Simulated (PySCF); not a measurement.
Bonds (- single, = double, # triple, : aromatic): F1-C2, C2:C3, C3:C4, C4:C5, C5:C6, C6:C7, C7:C2. C3 carries H8; C4 carries H9; C5 carries H10; C6 carries H11; C7 carries H12.

GIAO shifts from PySCF on PBE0-D3(BJ)/def2-SVP geometries (one conformer, non-relativistic, equivalent nuclei averaged), against TMS at the same level and in the same medium; PCM means IEF-PCM chloroform.

Measured (solution, CDCl3; Viesser, Ducati, Tormena, Autschbach, PCCP 2018 (ESI); solution, not stated in the table (CDCl3 in this author's series); The use of chemical shift calculations in the conformational analysis of substituted benzenes, New J. Chem. 2019 (ESI)): C2 163.1, H8/H12 7.05, H9/H11 7.32, H10 7.11 ppm.

Question: Which unscaled values do HF/pcSseg-2, gas; PBE0/pcSseg-1, PCM; WP04/pcSseg-1, PCM; wB97X-D/pcSseg-1, PCM give, and how close are they?

Answer: 
```
 atoms  measured  HF/pcSseg-2, gas  PBE0/pcSseg-1, PCM  WP04/pcSseg-1, PCM  wB97X-D/pcSseg-1, PCM
    C2     163.1             172.8               171.1               172.2                  172.5
H8/H12      7.05              7.35                7.32                7.05                   7.34
H9/H11      7.32              7.68                7.65                7.32                   7.67
   H10      7.11              7.33                7.42                7.15                   7.43
```

Mean absolute error for 13C: HF/pcSseg-2, gas 9.7, PBE0/pcSseg-1, PCM 8.0, WP04/pcSseg-1, PCM 9.1, wB97X-D/pcSseg-1, PCM 9.4 ppm.

Mean absolute error for 1H: HF/pcSseg-2, gas 0.29, PBE0/pcSseg-1, PCM 0.30, WP04/pcSseg-1, PCM 0.01, wB97X-D/pcSseg-1, PCM 0.32 ppm.
